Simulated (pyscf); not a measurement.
HO–PH–SiH₃ -> H₂Si=PH + water (H₂O) (elimination; singlet surface; O–P, H–Si broken, H–O formed). Optimised with ωB97X-D3(BJ)/def2-SVP in PySCF. Correlated levels are frozen-core, on RHF or UHF. ΔMP2 is the change of the MP2 total energy from the triple- to the quadruple-zeta basis. Energies in kcal/mol from the reactant's lowest minimum found.

```csv
level,barrier,reaction energy
r²SCAN/def2-TZVP,52.8,+28.1
B3LYP-D3(BJ)/def2-TZVP,54.0,+28.1
PBE0-D3(BJ)/def2-TZVP,52.4,+28.7
M06-2X/def2-TZVP,55.7,+28.6
HF/def2-TZVP,72.6,+31.3
CCSD(T)/def2-TZVPP,55.7,+24.3
CCSD(T)/def2-TZVPP + ΔMP2(QZVPP),56.2,+24.6
```

Of the functionals in the table, M06-2X is closest to CCSD(T)/def2-TZVPP + ΔMP2(QZVPP) in the barrier (0.5 kcal/mol apart) and PBE0-D3(BJ) least close (3.8 kcal/mol); that level has limits of its own. The products may also form a dative adduct at H₂Si=PH; it and routes through it were not searched. HO–PH–SiH₃ lies 27.2 kcal/mol over its isomer HO–SiH₂–PH₂, and others may lie lower still (electronic energy, ωB97M-D3(BJ)). One saddle was located; it need not be the lowest between these sides. The CCSD(T) − MP2 part came from Ansatz, without density fitting, on the same reference.
